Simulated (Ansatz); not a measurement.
hcp Sc was calculated with PBEsol-D3(BJ) (plane waves, PAW; Ansatz, an electronic-structure program).

Settings: plane-wave cutoff 520 eV, 18×18×10 k mesh (along the axes of the cell as run), Fermi–Dirac smearing 0.05 eV, scalar-relativistic PAW data made under PBE.

Energies at three volumes about the minimum:

```json
[
 {"V (Å³/atom)": "22.008", "E − E_lowest (meV/atom)": "1.78"},
 {"V (Å³/atom)": "22.457", "E − E_lowest (meV/atom)": "0.00"},
 {"V (Å³/atom)": "22.906", "E − E_lowest (meV/atom)": "1.66"}
]
```

Fit a parabola by hand: where is the minimum, and what is the bulk modulus?

Slopes: (0.00 − 1.78)/(22.457 − 22.008) = -3.964 and (1.66 − 0.00)/(22.906 − 22.457) = 3.697 meV/Å³. Curvature E″ = 2 × (3.697 − (-3.964))/(22.906 − 22.008) = 17.062 meV/Å⁶. From the middle of the first interval, the slope vanishes at V0 = 22.2325 − (-3.964)/17.062 = 22.465 Å³/atom. B = V0 E″ = 22.465 × 17.062 meV/Å³ × 0.1602 GPa per meV/Å³ = 61.4 GPa. The full Birch–Murnaghan fit to all volumes gives V0 = 22.458 Å³/atom and B0 = 61.4 GPa.

Shape and atoms are relaxed at each volume.

Measured, for comparison: bulk modulus 55.6 GPa (zero-point energy and finite temperature contributions removed, our sources range from 44.5 to 55.6; as tabulated in doi:10.1021/acs.jctc.3c00612). Computed (rounded) less measured: bulk modulus not scored (sources differ).

Note: the bulk modulus comes from volumes at which shape and atoms were relaxed.
